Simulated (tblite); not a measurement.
Compound: C4H12P (charge +1).
SMILES: `C[P+](C)(C)C`

Computed values, GFN2-xTB/tblite, gas phase, harmonic and unscaled. Errors from tens to a few hundred cm⁻¹ against measured bands are possible.

Harmonic wavenumbers (cm⁻¹): 118.3, 165.0, 167.3, 167.4, 205.6, 206.0, 250.1, 250.2, 250.5, 652.7, 779.5, 779.6, 779.9, 790.8, 791.0, 791.2, 889.0, 889.2, 941.0, 941.1, 941.3, 1321.6, 1321.7, 1321.8, 1322.6, 1389.3, 1389.4, 1389.5, 1399.5, 1399.7, 1407.5, 1407.7, 1407.7, 3002.7, 3004.5, 3004.7, 3005.0, 3005.1, 3005.5, 3005.7, 3010.1, 3010.4, 3013.3, 3013.6, 3014.1.

A = 3345, B = 3341, C = 3339 MHz; mass 91.068 u (most abundant isotopes); point group Td, symmetry number 12.

Problem. Zero-point energy?

Solution. Half the sum of the wavenumbers: 32160 cm⁻¹ = 91.95 kcal/mol.

Problem. Entropy at 350 K, 1 bar (ideal gas, RRHO, classical rotation)?

Solution. Translation 40.26, rotation 22.10, vibration 26.86: S = 89.2 cal/(mol K).

Problem. And Cp and H(350 K) − H(0)?

Solution. Cp = 37.43 cal/(mol K), of which vibrations give 29.48 (their classical limit is 45 R = 89.4); H(350 K) − H(0) = 8.02 kcal/mol without the zero-point energy, 5.24 from vibrations.

Problem. What must be added to the electronic energy to get the Gibbs energy at 350 K and 1 bar?

Solution. ZPE + [H(350 K) − H(0)] − T·S = 91.95 + 8.02 − 31.23 = 68.74 kcal/mol.

Problem. Blend soft modes into free rotors: weight 1/[1 + (100 cm⁻¹/ν̃)⁴] for the oscillator and the rest for a rotor with moment μB/(μ + B), μ = h/(8π²ν), B = 10⁻⁴⁴ kg m². What vibrational entropy results?

Solution. 26.56 cal/(mol K) in place of 26.86, which changes −T·S at 350 K by +0.10 kcal/mol.

Problem. How do the functions run with temperature in this model?

Solution. 
```csv
T (K),S (cal/(mol K)),Cp (cal/(mol K)),H − H(0) (kcal/mol),G − H(0) (kcal/mol),ln q(vib)
50,47.6,10.5,0.43,-1.95,0.07
100,57.2,17.6,1.14,-4.58,0.68
298.15,83.6,33.2,6.19,-18.72,4.86
373.15,91.7,39.3,8.91,-25.30,6.48
500,104.4,48.2,14.48,-37.75,9.18
750,126.6,61.2,28.27,-66.71,14.33
1000,145.6,70.3,44.78,-100.80,19.14
```

q(vib) and H(0) count from the zero-point level.

Hindered rotation and anharmonicity are outside this model.

Run on Arm Neoverse V2, one thread, no GPU (shared host). The figure is for the frequency step alone.
